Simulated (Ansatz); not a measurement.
**V3H2: from a trial structure to a relaxed crystal**

Level of theory: Ansatz 0.2.0, DFT PBE, scalar-relativistic, plane waves, PAW. Cutoff 420 eV, Γ-centred k mesh, Gaussian smearing, no spin polarisation in the final step.

The start puts V3H2 on the A-type sesquioxide structure type (P-3m1, No. 164), with H in place of La, V in place of O, at a guessed volume.

```
CELL_PARAMETERS angstrom
3.32902 0.00000 0.00000
-1.66451 2.88302 0.00000
0.00000 0.00000 5.17942
ATOMIC_POSITIONS crystal
V 0.00000 0.00000 0.00000
V 0.33333 0.66667 0.64500
V 0.66667 0.33333 0.35500
H 0.33333 0.66667 0.24500
H 0.66667 0.33333 0.75500
```

Steps on the 6×6×4 mesh (5 atoms). 12 of 13 steps are shown, and the free energy counts from the last. Trial steps that were taken back and renewals of the plane-wave basis can be among the rows.

```tsv
step	ΔF (meV/atom)	V (Å³/atom)	P (GPa)	largest force component (eV/Å)
1	346.1	9.94	-10.20	1.728
2	227.5	9.19	-1.69	0.487
3	172.7	8.91	2.83	0.385
4	115.8	8.89	1.93	0.662
5	40.6	8.77	2.62	0.578
6	19.5	8.78	1.38	0.299
8	14.7	8.83	0.04	0.016
9	14.4	8.82	0.14	0.002
10	4.4	8.82	1.90	0.005
11	1.0	8.88	0.63	0.013
12	0.2	8.92	-0.05	0.030
13	0.0	8.92	-0.03	0.031
```

A final relaxation ran on a 18×18×6 mesh. The relaxed crystal, P-3m1 (No. 164):

```
V H
1.0
     2.83084    0.00000    0.00000
    -1.41542    2.45158    0.00000
     0.00000    0.00000    6.43694
V H
3 2
Direct
  0.00000 0.00000 0.00000
  0.33333 0.66667 0.65748
  0.66667 0.33333 0.34252
  0.33333 0.66667 0.16571
  0.66667 0.33333 0.83429
```

| Quantity | Value |
| --- | --- |
| Volume per atom | 8.93 Å³ |
| Density | 5.76 g/cm³ |
| Energy over the elements | -0.08 eV/atom |
| Gap on the 18×18×6 mesh | 0 eV (a metal) |

Energies over the elements count from the elements' standard structures at the same level (H₂ as a molecule), with no empirical corrections.

The final run used a 18×18×6 mesh on its 5-atom cell and 0.10 eV smearing. The k mesh leaves about 4 meV/atom of noise in metals.

Symmetry constrained the relaxation, so the result can be a saddle point.

Cost: 3 runs of about 1.7 core-minutes in all, on Arm Neoverse V1 (shared hosts).